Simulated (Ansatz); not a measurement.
# AlNH5+ (SMILES [NH3+][AlH2]): single points off equilibrium

Aim: energy, forces and dipole at a structure displaced at random from a GFN2-xTB minimum, from CCSD(T) and from density functionals.

The runs use Ansatz 0.2.0, Gaussian basis; single points in def2-TZVPP.

Correlated methods freeze the cores.

## Step 1: The system as given

SMILES `[NH3+][AlH2]`, 7 atoms, charge 1, spin multiplicity 1.

Atoms are counted from 1 here; the program's logs count them from 0.

Bond lengths: N1–Al2 1.964 Å, N1–H3 1.078 Å, N1–H4 1.230 Å, N1–H5 0.961 Å, Al2–H6 1.634 Å, Al2–H7 1.601 Å. Angles: Al2–N1–H3 98.1°, Al2–N1–H4 119.8°, Al2–N1–H5 118.8°, H3–N1–H4 98.6°, H3–N1–H5 113.7°, H4–N1–H5 105.9°, N1–Al2–H6 109.0°, N1–Al2–H7 130.1°, H6–Al2–H7 120.8°.

As a file:

```
N    -0.2312   -0.8590   -0.0073
Al    0.4145    0.9794    0.2396
H     0.5195   -1.1902   -0.7065
H    -1.2291   -1.0685   -0.6946
H    -0.3178   -1.4267    0.7630
H    -0.6696    1.8081    1.1386
H     1.7363    1.6918   -0.3151
```

## Step 2: CCSD(T)/def2-TZVPP

Input file run/in.yaml:

```yaml
crystal:
  periodic: [false, false, false]
  atoms:
    - {symbol: N, position_ang: [-0.231200, -0.859000, -0.007300]}
    - {symbol: Al, position_ang: [0.414500, 0.979400, 0.239600]}
    - {symbol: H, position_ang: [0.519500, -1.190200, -0.706500]}
    - {symbol: H, position_ang: [-1.229100, -1.068500, -0.694600]}
    - {symbol: H, position_ang: [-0.317800, -1.426700, 0.763000]}
    - {symbol: H, position_ang: [-0.669600, 1.808100, 1.138600]}
    - {symbol: H, position_ang: [1.736300, 1.691800, -0.315100]}
basis:
  gaussian: {orbitals: def2-TZVPP}
total_charge: 1
correlation: {method: ccsd_t}
output: {forces: true}
```

No record of the launch command was kept for these runs.

## Step 3: PBE0-D4/def2-TZVPP

Edit run/in.yaml of step 2 so:

```diff
@@ -13,3 +13,3 @@
 total_charge: 1
-correlation: {method: ccsd_t}
-output: {forces: true}
+hamiltonian: {xc: pbe0, dispersion: d4}
+output: {forces: true, orbitals: {seedname: orbitals}}
```

## Step 4: wB97M-V/def2-TZVPP

Edit run/in.yaml of step 3 so:

```diff
@@ -13,3 +13,3 @@
 total_charge: 1
-hamiltonian: {xc: pbe0, dispersion: d4}
-output: {forces: true, orbitals: {seedname: orbitals}}
+hamiltonian: {xc: {name: wB97M-V}}
+output: {forces: true}
```

## Step 5: r2SCAN-D4/def2-TZVPP

Edit run/in.yaml of step 4 so:

```diff
@@ -13,3 +13,3 @@
 total_charge: 1
-hamiltonian: {xc: {name: wB97M-V}}
+hamiltonian: {xc: r2scan, dispersion: d4}
 output: {forces: true}
```

## Step 6: PBE-D4/def2-TZVPP

Edit run/in.yaml of step 5 so:

```diff
@@ -13,3 +13,3 @@
 total_charge: 1
-hamiltonian: {xc: r2scan, dispersion: d4}
+hamiltonian: {xc: pbe, dispersion: d4}
 output: {forces: true}
```

## Step 7: CAM-B3LYP-D4/def2-TZVPP

Edit run/in.yaml of step 6 so:

```diff
@@ -13,3 +13,3 @@
 total_charge: 1
-hamiltonian: {xc: pbe, dispersion: d4}
+hamiltonian: {xc: {name: CAM-B3LYP}, dispersion: d4}
 output: {forces: true}
```

## Step 8: BHLYP-D4/def2-TZVPP

Edit run/in.yaml of step 7 so:

```diff
@@ -13,3 +13,3 @@
 total_charge: 1
-hamiltonian: {xc: {name: CAM-B3LYP}, dispersion: d4}
+hamiltonian: {xc: {name: BHLYP}, dispersion: d4}
 output: {forces: true}
```

(Steps that only read results are left out.)

What does the calculation give? Wanted: energy less free atoms, CCSD(T)/def2-TZVPP; RMS force component; RMS force error; HOMO and LUMO, PBE0-D4; T1 diagnostic.

As calculated:

| quantity | value |
| --- | --- |
| energy less free atoms, CCSD(T)/def2-TZVPP | -285.0 kcal/mol |
| RMS force component | 2.109 to 2.235 eV/Å over the methods |
| RMS force error | PBE0-D4 0.056, wB97M-V 0.054, r2SCAN-D4 0.036, PBE-D4 0.146, CAM-B3LYP-D4 0.045, BHLYP-D4 0.176 eV/Å |
| HOMO and LUMO, PBE0-D4 | -13.39 and -6.84 eV |
| T1 diagnostic | 0.008 |

**Reading.** Against CCSD(T) the functionals' energies less atoms differ by -13.2 to -1.4 kcal/mol, PBE-D4 by -10.3 kcal/mol. The reference is not at the basis limit: in triple zeta CCSD(T) underbinds, which counts against methods that bind more; the gaps are no ranking. The forces of r2SCAN-D4 come nearest to CCSD(T), those of BHLYP-D4 are farthest. Frozen-core CCSD(T) forces in triple zeta carry basis errors of their own, and this is one geometry, so small gaps rank nothing.
